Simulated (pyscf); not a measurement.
# Four-centre exchange: PH₃ (SMILES P) + GaH₃ (SMILES [GaH3]) → PH₃ (SMILES P) + GaH₃ (SMILES [GaH3])

Gas phase, singlet surface, charge 0. Bonds broken: P1–H6, H2–Ga5. Bonds formed: P1–H2, Ga5–H6. PySCF, gas phase, ωB97X-D3(BJ)/def2-SVP geometries. MP2 and CC: frozen core, UHF for open shells. ΔMP2 is the change of the MP2 total energy from the triple- to the quadruple-zeta basis.

Transition state (Å):

```xyz
8

P     -1.7962    -0.7031     0.1463
H     -0.0746    -0.5318     0.3457
H     -2.8450     0.2637     0.0030
H     -1.6486    -0.3647     1.5316
Ga     0.2716     0.3514    -1.0385
H     -1.3718     0.1507    -1.3115
H      0.5768     1.8274    -0.6696
H      0.9255    -0.6932    -1.9792
```

One imaginary mode, 938i cm⁻¹; descent along it reached the two sides named, in the forms told below.

```
bond    change  reactant side (Å)  saddle  product side
------  ------  -----------------  ------  ------------
P1–H6   breaks              1.417   1.742           3.5
H2–Ga5  breaks              1.560   1.678           3.2
P1–H2    forms                3.7   1.742         1.441
Ga5–H6   forms                3.0   1.678         1.573
```

Electronic energies relative to the separated reactants (kcal/mol):

```
level                             barrier  reaction energy  reverse barrier
--------------------------------  -------  ---------------  ---------------
ωB97X-D3(BJ)/def2-TZVP               31.8              0.0             31.8
PBE/def2-TZVP                        27.2              0.0             27.2
r²SCAN/def2-TZVP                     28.2              0.0             28.2
B3LYP-D3(BJ)/def2-TZVP               33.2              0.0             33.2
PBE0-D3(BJ)/def2-TZVP                29.1              0.0             29.1
M06-2X/def2-TZVP                     33.0              0.0             33.0
ωB97M-D3(BJ)/def2-TZVP               34.9              0.0             34.9
HF/def2-TZVP                         52.9              0.0             52.9
MP2/def2-QZVPP                       33.7              0.0             33.7
CCSD/def2-TZVPP                      37.5              0.0             37.5
CCSD(T)/def2-TZVPP                   34.8              0.0             34.8
CCSD(T)/def2-TZVPP + ΔMP2(QZVPP)     33.4              0.0             33.4
```

With CCSD(T)/def2-TZVPP + ΔMP2(QZVPP) energies and thermal terms (ideal gas, 1 atm, RRHO with modes under 100 cm⁻¹ raised to 100, one conformer, R ln 2 for chiral ones without a mode under 150 cm⁻¹), in kcal/mol:

```json
[
 {"T (K)": "298", "ΔH‡": "34.2", "ΔG‡": "43.9", "ΔH": "0.0", "ΔG": "0.0"},
 {"T (K)": "600", "ΔH‡": "34.2", "ΔG‡": "53.8", "ΔH": "0.0", "ΔG": "0.0"},
 {"T (K)": "900", "ΔH‡": "34.7", "ΔG‡": "63.5", "ΔH": "0.0", "ΔG": "0.0"},
 {"T (K)": "1200", "ΔH‡": "35.3", "ΔG‡": "73.0", "ΔH": "0.0", "ΔG": "0.0"}
]
```

On the reactant side the descent ends in an adduct with a Ga–P contact (not fully relaxed), 8.3 kcal/mol under the separated species and 40.1 kcal/mol under the saddle at ωB97X-D3(BJ)/def2-TZVP. On the product side the descent ends in an adduct with a Ga–P contact (not fully relaxed), 8.9 kcal/mol under the separated species and 40.7 kcal/mol under the saddle at ωB97X-D3(BJ)/def2-TZVP. The same reactants have a lower exit, to H₂P–GaH₂ + H₂ (barrier +24.8 kcal/mol at ωB97M-D3(BJ)/def2-TZVP, against +34.9 kcal/mol here). This is the saddle that the search found; another between the same sides may lie lower. The CCSD(T) − MP2 part came from Ansatz, without density fitting, on the same reference. The frozen core leaves the outer d or s,p core shells of the metals and heavy elements correlated in the MP2 and CC values, and def2-TZVPP describes them poorly, which can shift differences by a few kcal/mol. Elements up to Kr have no core potential and no relativistic terms here.
